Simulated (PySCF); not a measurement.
**NO(OH) at several levels of theory**

All levels use the PBE0 minimum (singlet; N–O 1.162 Å, N–O 1.397 Å, O–H 0.967 Å; H–O–N 102.9°, O–N–O 111.2°), basis [N def2-TZVP, O def2-TZVP, H def2-TZVP], no relativity, density fitting, no spin–orbit coupling, PySCF. For vertical energies the ionised species is a doublet (spins chosen at PBE0 and kept) and the electron-attached one a doublet. Atomisation goes to high-spin ground-configuration atoms, without zero-point energy. Open shells are unrestricted, also as the reference of the correlated levels. A dash marks a value that was not computed or is not defined at that level.

Coordinates in bohr (charge 0 multiplicity 1):
```
N     0.1464    0.6229   -0.7107
O     1.9282   -0.5868   -0.2836
O    -1.8551   -0.0275    0.8842
H    -3.1917    1.0945    0.3423
```

```json
{"level": "CCSD(T)", "atomisation (kJ/mol)": "?", "vertical IP (eV)": "?", "vertical EA (eV)": "?", "−ε(HOMO) (eV)": "–", "gap (eV)": "–", "dipole (D)": "–"}
{"level": "HF", "atomisation (kJ/mol)": "522", "vertical IP (eV)": "10.30", "vertical EA (eV)": "-0.91", "−ε(HOMO) (eV)": "12.43", "gap (eV)": "15.16", "dipole (D)": "2.40"}
{"level": "MP2", "atomisation (kJ/mol)": "1294", "vertical IP (eV)": "11.79", "vertical EA (eV)": "-1.15", "−ε(HOMO) (eV)": "–", "gap (eV)": "–", "dipole (D)": "–"}
{"level": "PBE0", "atomisation (kJ/mol)": "1300", "vertical IP (eV)": "11.11", "vertical EA (eV)": "-0.74", "−ε(HOMO) (eV)": "8.11", "gap (eV)": "6.03", "dipole (D)": "2.20"}
{"level": "PBE", "atomisation (kJ/mol)": "1438", "vertical IP (eV)": "10.90", "vertical EA (eV)": "-1.01", "−ε(HOMO) (eV)": "6.43", "gap (eV)": "3.14", "dipole (D)": "2.13"}
{"level": "B3LYP", "atomisation (kJ/mol)": "1304", "vertical IP (eV)": "11.21", "vertical EA (eV)": "-0.67", "−ε(HOMO) (eV)": "7.91", "gap (eV)": "5.46", "dipole (D)": "2.20"}
{"level": "r2SCAN", "atomisation (kJ/mol)": "?", "vertical IP (eV)": "?", "vertical EA (eV)": "?", "−ε(HOMO) (eV)": "?", "gap (eV)": "?", "dipole (D)": "?"}
{"level": "wB97X", "atomisation (kJ/mol)": "1299", "vertical IP (eV)": "11.20", "vertical EA (eV)": "-0.72", "−ε(HOMO) (eV)": "10.63", "gap (eV)": "11.01", "dipole (D)": "2.23"}
```

(1) Fill in the row of CCSD(T).

(2) Fill in the row of r2SCAN.

## Answers

(1) atomisation (kJ/mol) 1226, vertical IP (eV) 11.10, vertical EA (eV) -1.11.

(2) atomisation (kJ/mol) 1314, vertical IP (eV) 10.97, vertical EA (eV) -0.83, −ε(HOMO) (eV) 6.76, gap (eV) 3.59, dipole (D) 2.19.

For NO(OH) itself CCSD(T) correlates 18 electrons; T1 = 0.020, D1 = 0.059, (T) = -82 kJ/mol. T1 is large, so the single-reference value is itself in doubt.

Without diffuse functions attachment energies tend to come out too low.
